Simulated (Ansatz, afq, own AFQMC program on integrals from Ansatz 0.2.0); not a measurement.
**Cl, doublet: AFQMC among the cluster methods**

A free Cl atom.

Basis def2-TZVP. Only valence electrons are correlated. Ansatz 0.2.0 and our own AFQMC program on the same integrals; the CISD trial comes from CCSD amplitudes, and released means the phaseless constraint is let go. Error bars are statistical, one sigma.

Determinant: UHF, the one that the program's search chose, which needn't be the lowest solution.

No full CI on the walks' own integrals is used here; CCSDTQ serves as the reference and is uncertain by about the last step of the cluster series.

Cautions: the ph-AFQMC/CISD walk drifts between its halves (2.9 errors).

- T1 diagnostic: 0.0072
- weight of the determinant in the CISD state: 0.929
- ⟨S²⟩ of the determinant: 0.760
- size of the correlated space: 7 electrons in 32 orbitals

**Question.** Estimate: order these by the size of their error in total energy against CCSDTQ, smallest first.
A. phaseless AFQMC with the Hartree–Fock trial
B. CCSD(T)
C. CCSDT(Q)
D. phaseless AFQMC with a CISD trial

**Answer.** C (0.0 kJ/mol), D (1.0 ± 0.1 kJ/mol), B (2.2 kJ/mol), A (8.1 ± 1.2 kJ/mol).

Reference: CCSDTQ, correlation energy -5.063 eV.

A walk keeps the symmetry of its determinant, which the program's search chose and which needn't be the lowest solution, so a lower state of the same spin and another symmetry isn't excluded.
